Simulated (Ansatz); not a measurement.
System: hcp Mg. Method: PBEsol in Ansatz (PAW).

Numerical settings: plane-wave cutoff 520 eV, 18×18×12 k mesh (along the axes of the cell as run), Fermi–Dirac smearing 0.05 eV, scalar-relativistic PAW data made under PBE.

Computed at the level's own relaxed cell.

Give the computed volume per atom, c axis length, pressure derivative B′ of the bulk modulus and lattice parameter a.


* **volume per atom**: 22.51 Å³/atom
* **c axis length**: 5.153 Å
* **pressure derivative B′ of the bulk modulus**: 4.0
* **lattice parameter a**: 3.176 Å

The run finds no gap.

Measured, for comparison: lattice parameter c 5.210 Å, lattice constant a 3.209 Å (293 K, no zero-point or thermal correction; as tabulated in Wikipedia's data pages). Computed (rounded) less measured: lattice parameter c -1.1 %, lattice constant a -1.0 %. A static lattice is as a rule a little smaller and stiffer than an uncorrected measurement, which narrows the difference in the lattice parameter c, lattice constant a and would widen misses of the other sign.

Note: the bulk modulus comes from volumes at which shape and atoms were relaxed.

The computed numbers hold no vibrational or temperature effects.

Computing time: roughly 90 core-seconds.

Ansatz is an electronic-structure program.
